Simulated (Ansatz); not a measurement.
## BCl2 (charge +1), SMILES Cl[B+]Cl: harmonic frequencies at the relaxed geometry

Computed with Ansatz 0.2.0 through its Python package.

Contents of `bcl2.xyz`:
```text
3

Cl   -1.23838    0.76648   -0.59130
B     0.00074    0.00136    0.00055
Cl    1.23764   -0.76784    0.59074
```

The script, `freq_bcl2.py`:
```python
# -*- coding: utf-8 -*-
'''Vibrations and zero-point energy of BCl2(+).'''

import argparse
import itertools

import ansatz as az
from ase.data import atomic_numbers, covalent_radii
import numpy as np

parser = argparse.ArgumentParser(description='Vibrations and zero-point energy of BCl2(+).')
parser.add_argument('--basis-set', required=True, help='Gaussian basis set')
parser.add_argument('--functional', required=True, help='exchange-correlation functional')
parser.add_argument('--dispersion', required=True, help='dispersion correction')
parser.add_argument('--charge', type=int, default=1, help='electrons removed')
args = parser.parse_args()

geometry = az.Crystal.molecule_from_extxyz('bcl2.xyz')

setup = (
    geometry.calculation()
    .basis(gaussian=args.basis_set)
    .functional(args.functional, dispersion=args.dispersion)
    .charge(args.charge)
)
symbols = [site.symbol for site in geometry.cartesian_sites]
start = np.array([site.position_ang for site in geometry.cartesian_sites], dtype=float)
def progress(event):
    if event['event'] == 'relax_step':
        row = event['data']
        print(f'step {row["step"]:3d}  E = {row["lagrangian_ev"]:.6f} eV  largest force component {row["allowed_force_max_ev_ang"]:.4f} eV/A')


summary = setup.relax(force_tolerance=0.003, max_steps=100).session().plan().execute(on_event=progress).report
end = np.array(summary['positions_ang'])

# pairs closer than 1.2 times the sum of covalent radii, before or after
radius = [covalent_radii[atomic_numbers[s]] for s in symbols]
span = lambda where, i, j: np.linalg.norm(where[i] - where[j])
bonded = [(i, j) for i, j in itertools.combinations(range(len(symbols)), 2) if min(span(start, i, j), span(end, i, j)) < 1.2 * (radius[i] + radius[j])]
print('pair        before    after (A)')
for i, j in bonded:
    print(f'{symbols[i]}{i}-{symbols[j]}{j}'.ljust(10), f'{span(start, i, j):8.4f} {span(end, i, j):8.4f}')

# same settings at the minimum
minimum = az.Crystal.molecule()
for symbol, place in zip(symbols, end):
    minimum = minimum.atom(symbol, place.tolist())
vibrating = (
    minimum.calculation()
    .basis(gaussian=args.basis_set)
    .functional(args.functional, dispersion=args.dispersion)
    .charge(args.charge)
    .phonons(temperatures=(298.15, 498.15, 100))
)
vib = vibrating.run(threads=1).report['vibrations']
sums = vib['harmonic_sums']
modes = [m['omega_inv_cm'] for m in sums['modes_at_gamma'] if m['rigid_motion'] == 'no']
print('frequencies (1/cm):', ' '.join(f'{w:.0f}' for w in modes))
print('imaginary modes:', sum(w < 0 for w in modes), ' zero-point energy:', round(sums['zero_point_energy_ev'], 4), 'eV')
print('T (K)   F_vib (eV)   S_vib (meV/K)   C_vib (meV/K)')
for row in zip(sums['temperatures_k'], sums['vibrational_free_energy_ev'], vib['entropy_ev_per_k'], vib['heat_capacity_ev_per_k']):
    print(f'{row[0]:6.1f} {row[1]:11.4f} {1000 * row[2]:13.4f} {1000 * row[3]:15.4f}')
```

```console
$ python freq_bcl2.py --basis-set def2-SVP --functional pbe0 --dispersion d4
step   1  E = -25696.623352 eV  largest force component 1.6852 eV/A
step   2  E = -25696.693779 eV  largest force component 0.8053 eV/A
step   3  E = -25696.716704 eV  largest force component 0.0584 eV/A
step   4  E = -25696.716833 eV  largest force component 0.0010 eV/A
pair        before    after (A)
Cl0-B1       1.5720   1.6175
B1-Cl2       1.5716   1.6175
frequencies (1/cm): 315 315 563 1496
imaginary modes: 0  zero-point energy: 0.1667 eV
T (K)   F_vib (eV)   S_vib (meV/K)   C_vib (meV/K)
 298.1      0.1522        0.1389          0.1942
 398.1      0.1352        0.2000          0.2280
 498.1      0.1125        0.2539          0.2523
```

Total energies depend on the basis set; only differences at equal settings carry meaning. The frequencies are harmonic and unscaled, in a modest basis. Run time: 17 s on 1 thread of Arm Neoverse V1, on a shared host, peak memory 0.16 GiB.
